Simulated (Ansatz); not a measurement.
CH₃FSi (SMILES C=[SiH]F), closed shell: a relaxation.

Input (in.yaml):

```yaml
crystal:
  periodic: [false, false, false]
  atoms:
    - {symbol: C, position_ang: [-0.688745, 0.153076, -0.716067]}
    - {symbol: Si, position_ang: [0.561791, -0.157732, 0.601450]}
    - {symbol: F, position_ang: [1.267824, -1.625688, 0.642643]}
    - {symbol: H, position_ang: [-1.042992, -0.595003, -1.347713]}
    - {symbol: H, position_ang: [-1.112497, 1.278146, -0.793400]}
    - {symbol: H, position_ang: [1.271090, 0.592843, 1.357902]}
basis:
  gaussian: {orbitals: def2-SVP}
hamiltonian: {xc: pbe, dispersion: d4}
relax: {f_tol: 0.2, max_steps: 80, max_displacement: 0.5}
```

Run by:

```bash
ansatz run in.yaml --threads 2 --pin off --events-out ev --progress --plain --max-ram 3481MiB
```

The run's output (Ansatz 0.2.0):

```
Functional definition: PBE
  name "PBE"
  cite "Perdew, Burke & Ernzerhof, Phys. Rev. Lett. 77, 3865 (1996) doi:10.1103/PhysRevLett.77.3865"
  parent pbe
  parameter kappa = 0.804
  parameter beta = 0.06672455060314922
  exchange = pbe_x(kappa = kappa, mu = beta*pi^2/3)
  correlation = pbe_c(beta = beta)
676 factors; their error is unknown
mean field evaluation 1: about -11653.6383 eV, gradient 6.6e1 eV
mean field evaluation 2: about -11612.1903 eV, gradient 1.1e2 eV
mean field evaluation 4: about -11663.3641 eV, gradient 2.8e1 eV
mean field evaluation 8: about -11665.4665 eV, gradient 8.2e-2 eV
mean field evaluation 16: about -11665.4162 eV, gradient 4.1e-5 eV
mean field -11665.41622010 eV, -428.6961389854 hartree, gradient 4.1e-5 eV, S^2 0.000000; 0 other end points of the search recorded, 0 dependent functions left out
the calculation of the forces begins
reference -11665.41624758 eV, -428.6961399955 hartree; 16, 16 occupied and 45, 45 virtual orbitals, 676 factors
relax step   1: F+E_penalty+E_count = -11665.50354838 eV  Δ(F+E_penalty+E_count) = +0.000e0 eV  max|allowed force component| = 6.219e0 eV/Å  Δτ_max = 0.0000 Å  (25 SCF iters, accepted)
these checks for a lower state are left out or cut short: starts, cluster_reference, orbital_swaps, neighbouring_geometries, increment
676 factors; their error is unknown
mean field -11666.32589728 eV, -428.7295690052 hartree, gradient 7.7e-6 eV, S^2 0.000000; 0 other end points of the search recorded, 0 dependent functions left out
the calculation of the forces begins
reference -11666.32592505 eV, -428.7295700260 hartree; 16, 16 occupied and 45, 45 virtual orbitals, 676 factors
relax step   2: F+E_penalty+E_count = -11666.41339423 eV  Δ(F+E_penalty+E_count) = -9.098e-1 eV  max|allowed force component| = 1.822e0 eV/Å  Δτ_max = 0.1828 Å  (33 SCF iters, accepted)
these checks for a lower state are left out or cut short: starts, cluster_reference, orbital_swaps, neighbouring_geometries, increment
676 factors; their error is unknown
mean field -11666.33727026 eV, -428.7299869545 hartree, gradient 1.5e-5 eV, S^2 0.000000; 0 other end points of the search recorded, 0 dependent functions left out
the calculation of the forces begins
reference -11666.33729787 eV, -428.7299879691 hartree; 16, 16 occupied and 45, 45 virtual orbitals, 676 factors
relax step   3: F+E_penalty+E_count = -11666.42505566 eV  Δ(F+E_penalty+E_count) = -1.166e-2 eV  max|allowed force component| = 1.337e0 eV/Å  Δτ_max = 0.1073 Å  (27 SCF iters, accepted)
these checks for a lower state are left out or cut short: starts, cluster_reference, orbital_swaps, neighbouring_geometries, increment
676 factors; their error is unknown
mean field evaluation 32: about -11665.8770 eV, gradient 1.2e1 eV
mean field -11666.33072175 eV, -428.7297463012 hartree, gradient 8.8e-6 eV, S^2 0.000000; 0 other end points of the search recorded, 0 dependent functions left out
the calculation of the forces begins
reference -11666.33074973 eV, -428.7297473297 hartree; 16, 16 occupied and 45, 45 virtual orbitals, 676 factors
relax step   4: F+E_penalty+E_count = -11666.41841692 eV  Δ(F+E_penalty+E_count) = +6.639e-3 eV  max|allowed force component| = 1.781e0 eV/Å  Δτ_max = 0.1969 Å  (35 SCF iters, rejected (line search))
these checks for a lower state are left out or cut short: starts, cluster_reference, orbital_swaps, neighbouring_geometries, increment
676 factors; their error is unknown
mean field -11666.47720698 eV, -428.7351295341 hartree, gradient 9.6e-6 eV, S^2 0.000000; 0 other end points of the search recorded, 0 dependent functions left out
the calculation of the forces begins
reference -11666.47723471 eV, -428.7351305533 hartree; 16, 16 occupied and 45, 45 virtual orbitals, 676 factors
relax step   5: F+E_penalty+E_count = -11666.56515049 eV  Δ(F+E_penalty+E_count) = -1.401e-1 eV  max|allowed force component| = 3.972e-1 eV/Å  Δτ_max = 0.0984 Å  (28 SCF iters, accepted)
these checks for a lower state are left out or cut short: starts, cluster_reference, orbital_swaps, neighbouring_geometries, increment
676 factors; their error is unknown
mean field -11666.49347673 eV, -428.7357274367 hartree, gradient 1.1e-5 eV, S^2 0.000000; 0 other end points of the search recorded, 0 dependent functions left out
the calculation of the forces begins
reference -11666.49350467 eV, -428.7357284632 hartree; 16, 16 occupied and 45, 45 virtual orbitals, 676 factors
relax step   6: F+E_penalty+E_count = -11666.58124871 eV  Δ(F+E_penalty+E_count) = -1.610e-2 eV  max|allowed force component| = 1.419e-1 eV/Å  Δτ_max = 0.0729 Å  (28 SCF iters, accepted)
676 factors; their error is unknown
mean field evaluation 64: about -11666.5408 eV, gradient 3.5e-2 eV
mean field -11666.49347673 eV, -428.7357274367 hartree, gradient 1.1e-5 eV, S^2 0.000000; 1 other end points of the search recorded, 0 dependent functions left out
the calculation of the forces begins
reference -11666.49350467 eV, -428.7357284632 hartree; 16, 16 occupied and 45, 45 virtual orbitals, 676 factors
Total energy: -11666.58127664 eV, -428.7389540237 hartree
Atom 0 at    -0.654159     0.166254    -0.679464 Å, force     0.026543     0.027500     0.041690 eV/Å
Atom 1 at     0.570665    -0.200746     0.448636 Å, force     0.072474     0.141922     0.121596 eV/Å
Atom 2 at     1.246154    -1.673127     0.649957 Å, force    -0.028120    -0.070377    -0.053300 eV/Å
Atom 3 at    -1.092764    -0.568056    -1.368285 Å, force    -0.022759    -0.030692    -0.034902 eV/Å
Atom 4 at    -1.040208     1.198305    -0.728613 Å, force     0.027508    -0.045490     0.009721 eV/Å
Atom 5 at     1.226782     0.723013     1.422584 Å, force    -0.075646    -0.022863    -0.084805 eV/Å
Dipole moment:     0.006403     0.200240     0.073563 e Å
```

Hardware: 2 CPU threads of an Intel Xeon, shared host. Wall time about 11 s.
